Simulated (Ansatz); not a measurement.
in.yaml

```yaml
crystal:
  periodic: [false, false, false]
  atoms:
    - {symbol: N, position_ang: [0.000000, 0.000000, -1.558404]}
    - {symbol: C, position_ang: [0.000000, 0.000000, -0.412798]}
    - {symbol: H, position_ang: [0.000000, 0.000000, 1.971202]}
basis:
  gaussian: {orbitals: 6-31G}
magnetization: {spin_polarized: false}
correlation: {method: ccsdtq, electrons: outside_noble_gas}
```

```sh
$ ansatz run in.yaml --threads 1 --pin off --events-out ev --progress --plain --max-ram 2393MiB
```

Log:

```
450 factors; integrals over basis functions are off by at most 1.4e-7 eV
mean field evaluation 1: about -2515.5971 eV, gradient 3.1e1 eV
mean field evaluation 2: about -2515.6096 eV, gradient 3.1e1 eV
mean field evaluation 4: about -2518.8192 eV, gradient 5.0e0 eV
mean field evaluation 8: about -2519.0315 eV, gradient 6.9e-2 eV
mean field evaluation 16: about -2518.8052 eV, gradient 5.0e0 eV
mean field -2519.03096403 eV, -92.5726804677 hartree, gradient 3.0e-6 eV, S^2 0.000000; 0 other end points of the search recorded, 0 dependent functions left out; unrestricted orbitals would lower it
mean field evaluation 32: about -2521.4951 eV, gradient 6.5e-2 eV
mean field evaluation 64: about -2520.2244 eV, gradient 1.4e0 eV
mean field evaluation 96: about -2519.9762 eV, gradient 3.0e-1 eV
unrestricted determinant -2521.49517315 eV, -92.6632384824 hartree, S^2 1.3105
2 core orbitals not correlated: weight in the atoms' cores, before any rotation towards them, 1.000 or more for the frozen orbitals, at most 0.000 for the correlated occupied ones
reference -2519.03096403 eV, -92.5726804677 hartree; 5, 5 occupied and 13, 13 virtual orbitals, 450 factors
second order -6.93609449 eV of doubles, -0.00000000 eV of singles
cycle   1  -6.60398320 eV  change   -3.8e-2 eV  update   1.6e-1
cycle   2  -7.37267245 eV  change   -7.7e-1 eV  update   1.1e-1
cycle   3  -8.33351522 eV  change   -9.6e-1 eV  update   8.7e-2
cycle   4  -8.22394740 eV  change    1.1e-1 eV  update   4.6e-2
cycle   5  -8.20335675 eV  change    2.1e-2 eV  update   1.7e-2
cycle   6  -8.24076733 eV  change   -3.7e-2 eV  update   1.3e-2
cycle   7  -8.24520573 eV  change   -4.4e-3 eV  update   7.7e-3
cycle   8  -8.25890459 eV  change   -1.4e-2 eV  update   4.4e-3
cycle   9  -8.25869230 eV  change    2.1e-4 eV  update   2.2e-3
cycle  10  -8.26120228 eV  change   -2.5e-3 eV  update   1.4e-3
cycle  11  -8.26092438 eV  change    2.8e-4 eV  update   6.5e-4
cycle  12  -8.26147376 eV  change   -5.5e-4 eV  update   3.3e-4
cycle  13  -8.26019455 eV  change    1.3e-3 eV  update   1.5e-4
cycle  14  -8.26021747 eV  change   -2.3e-5 eV  update   5.3e-5
cycle  15  -8.26014980 eV  change    6.8e-5 eV  update   2.6e-5
cycle  16  -8.26015525 eV  change   -5.4e-6 eV  update   1.3e-5
cycle  17  -8.26017484 eV  change   -2.0e-5 eV  update   7.7e-6
cycle  18  -8.26017266 eV  change    2.2e-6 eV  update   2.4e-6
cycle  19  -8.26017722 eV  change   -4.6e-6 eV  update   1.2e-6
cycle  20  -8.26017665 eV  change    5.7e-7 eV  update   6.9e-7
WARN: these amplitudes may be one of several solutions (largest doubles amplitude 0.51, level shift 1.30 eV)
Total energy: -2527.29114068 eV, -92.8762363606 hartree
```

For the same geometry and basis full CI lies 7.7 meV lower.

Ran on 1 thread of Arm Neoverse V1, shared host: 11 s wall, 0.17 GiB peak host memory.
